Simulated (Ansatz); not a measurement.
in.yaml

```yaml
crystal:
  periodic: [false, false, false]
  atoms:
    - {symbol: Sb, position_ang: [-0.015433, -0.009008, 0.021640]}
    - {symbol: H, position_ang: [-0.016266, -0.025151, -2.100413]}
    - {symbol: H, position_ang: [0.031698, 0.034159, 2.078773]}
basis:
  gaussian: {orbitals: def2-SVPD}
total_charge: -1
magnetization: {spin_polarized: false, initial_magnetization: 2}
correlation: {method: sc_nevpt2, electrons: outside_noble_gas, active_space: {window: {electrons: 4, orbitals: 5}, states: [{multiplicity: 3, weights: [1, 1]}, {multiplicity: 5, weights: [1]}], root: 1}}
accuracy: high
output: {forces: true}
```

```sh
$ ansatz run in.yaml --threads 1 --pin off --events-out ev --progress --plain --max-ram 2393MiB
```

Log:

```
1043 factors; integrals over basis functions are off by at most 2.7e-9 eV
mean field evaluation 1: about -6538.3369 eV, gradient 1.2e1 eV
mean field evaluation 2: about -6538.3570 eV, gradient 1.2e1 eV
mean field evaluation 4: about -6539.2212 eV, gradient 7.8e-1 eV
mean field evaluation 8: about -6539.2281 eV, gradient 2.1e-1 eV
mean field evaluation 16: about -6539.2290 eV, gradient 9.5e-7 eV
mean field evaluation 32: about -6538.7230 eV, gradient 3.1e-4 eV
mean field evaluation 64: about -6539.2288 eV, gradient 3.7e-2 eV
mean field evaluation 96: about -6538.5838 eV, gradient 1.9e0 eV
mean field -6539.22897859 eV, -240.3122325146 hartree, gradient 5.1e-8 eV, S^2 2.000000; 10 other end points of the search recorded, 0 dependent functions left out
reference -6539.22897859 eV, -240.3122325146 hartree; 14, 12 occupied and 34, 36 virtual orbitals, 1043 factors
state -6539.58749526 eV, -240.3254077593 hartree
state -6538.64343870 eV, -240.2907143204 hartree
state -6539.58749526 eV, -240.3254077593 hartree; corrected -6542.30589645 eV, -240.4253071602 hartree
state -6538.64343870 eV, -240.2907143204 hartree; corrected -6541.72369514 eV, -240.4039116567 hartree
state -6536.33554986 eV, -240.2059009700 hartree
state -6536.33554986 eV, -240.2059009700 hartree; corrected -6539.10467767 eV, -240.3076645400 hartree
the calculation of the forces begins
Total energy: -6541.72369514 eV, -240.4039116567 hartree
Atom 0 at    -0.015433    -0.009008     0.021640 Å, force     0.101203     0.064222     0.556454 eV/Å
Atom 1 at    -0.016266    -0.025151    -2.100413 Å, force    -0.030788    -0.010096     1.111063 eV/Å
Atom 2 at     0.031698     0.034159     2.078773 Å, force    -0.070414    -0.054125    -1.667517 eV/Å
Dipole moment:    -0.006498    -0.004513    -0.088589 e Å
```

Natural occupations, averaged over the states: 1.3310 1.2956 1.0000 0.3369 0.0365.

Forces (eV/Å):
```
Sb   0.101  0.064  0.556
H   -0.031 -0.010  1.111
H   -0.070 -0.054 -1.668
```

Ran on 1 thread of Arm Neoverse V1, shared host: 6.5 s wall, 0.16 GiB peak host memory.
